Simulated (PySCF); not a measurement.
**Basis set benchmark on one molecule**

Molecule: `c1n[nH]cp1`, C2H3N2P.

Molfile (atoms numbered from 1):
```
C2H3N2P
     RDKit          3D

  8  8  0  0  0  0  0  0  0  0999 V2000
    1.3181   -0.1595   -0.1489 C   0  0  0  0  0  0  0  0  0  0  0  0
    0.6836    0.9917   -0.0723 N   0  0  0  0  0  0  0  0  0  0  0  0
   -0.6159    0.7502    0.0142 N   0  0  0  0  0  0  0  0  0  0  0  0
   -1.0250   -0.5315    0.0090 C   0  0  0  0  0  0  0  0  0  0  0  0
    0.3139   -1.6201   -0.1159 P   0  0  0  0  0  0  0  0  0  0  0  0
    2.4075   -0.1326   -0.2262 H   0  0  0  0  0  0  0  0  0  0  0  0
   -1.2325    1.5534    0.0798 H   0  0  0  0  0  0  0  0  0  0  0  0
   -2.0925   -0.7418    0.0796 H   0  0  0  0  0  0  0  0  0  0  0  0
  1  2  2  0
  2  3  1  0
  3  4  1  0
  4  5  2  0
  5  1  1  0
  1  6  1  0
  3  7  1  0
  4  8  1  0
M  END
```

Geometry PBE0-D3(BJ)/def2-SVP throughout; GIAO in PySCF 2.14, gas phase, one conformer, non-relativistic; equivalent atoms averaged; functional PBE0.

Reference values (measured; solution; Yu. Yu. Rusakov, I. L. Rusakova, Phys. Chem. Chem. Phys. 2023, supporting information (pecS-n basis sets for 31P)): δ(P5) = 82.8 ppm vs 85 % H3PO4. Computed shifts are taken against H3PO4, calculated as an isolated molecule at each level.

Q: How do the basis sets STO-3G, 6-31G, 6-31G*, def2-SVP, 6-311+G(2d,p), def2-TZVP perform against the reference? Times are CPU seconds on 1 thread of an Arm Neoverse V1, shared host.

A: 
```
    basis set  functions     P5  abs. error P  core-s
       STO-3G         32  236.3         153.5     1.9
        6-31G         55   62.4          20.4     3.8
       6-31G*         80   87.4           4.6     4.9
     def2-SVP         89  106.1          23.3     4.7
6-311+G(2d,p)        161   86.7           3.9      10
    def2-TZVP        179   86.3           3.5      12
```

For ³¹P the closest is def2-TZVP (3.5 ppm) and the furthest STO-3G (153.5 ppm). Where a smaller basis beats a larger one, errors probably cancel. One molecule is a small sample, and vibrational and solvent effects are absent from the calculation.

A small basis that lands close on one nucleus may do so by chance; judge by the trend and by all nuclei.
